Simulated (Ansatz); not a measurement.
For zinc-blende InAs, PBEsol+SOC in Ansatz (PAW) gives:

```
Item                             Result
-----------------------------  --------
lattice parameter a             6.085 Å
bulk modulus B0                55.8 GPa
band gap at the measured cell   0.00 eV
```

What does r²SCAN+SOC (Ansatz, a first-principles code, PAW) give for the same quantities?


- lattice constant a: 6.108 Å (goes up by 0.4 %)
- bulk modulus: 57.3 GPa (rises by 2.7 %)
- band gap at the measured cell: 0.11 eV (goes up by 0.11 eV)

For comparison: lattice constant a 6.047 Å (measured, static lattice: zero-point anharmonic expansion removed; as tabulated in Mejia-Rodriguez and Trickey (2018), arXiv:1807.09216); bulk modulus 58.6 GPa (measured, 0 K value with the zero-point phonon effect removed; as tabulated in Mejia-Rodriguez and Trickey (2018), arXiv:1807.09216); band gap 0.44 eV (measured, zero-point shift of 0.02 eV (the table's estimate, ZP (est)) added back here, E0, Γ; inputs from arXiv:2302.06325).

Changes are worked out from the printed values.

Unless a cell is named, each level is at its own relaxed cell (PBEsol+SOC 28.17, r²SCAN+SOC 28.48 Å³/atom).

A gap of zero means that the bands touch or overlap. Density-functional gaps are differences of (generalised) Kohn–Sham levels.

Ansatz's density-functional and Hartree–Fock values are scalar-relativistic unless marked +SOC, with PAW data made under PBE.
